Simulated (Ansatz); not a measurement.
## Cubic anti-perovskite Sr₃SbN (cell taken from a computed entry)

All values below come from r²SCAN+SOC (Ansatz, a quantum-chemistry and plane-wave program, PAW).

Settings: plane-wave cutoff 560 eV, 8×8×8 k mesh, Fermi–Dirac smearing 0.01 eV, PAW data made under PBE.

Cell: relaxed with PBEsol: a = b = c = 5.132 Å, α = β = γ = 90.00°.

```json
{
 "band_gap": "0.47 eV (direct)"
}
```

Measured, for comparison: band gap 1.15 eV (temperature not stated, the source names no phase, not corrected to a static lattice; as tabulated in Monga et al. (2024), arXiv:2404.16494). Computed (rounded) less measured: band gap -0.68 eV.

Note: cell and atoms aren't relaxed at this level (pressure 1.7 GPa).

The computed numbers hold no vibrational or temperature effects.

It cost around 6 core-minutes (rough) of CPU time.
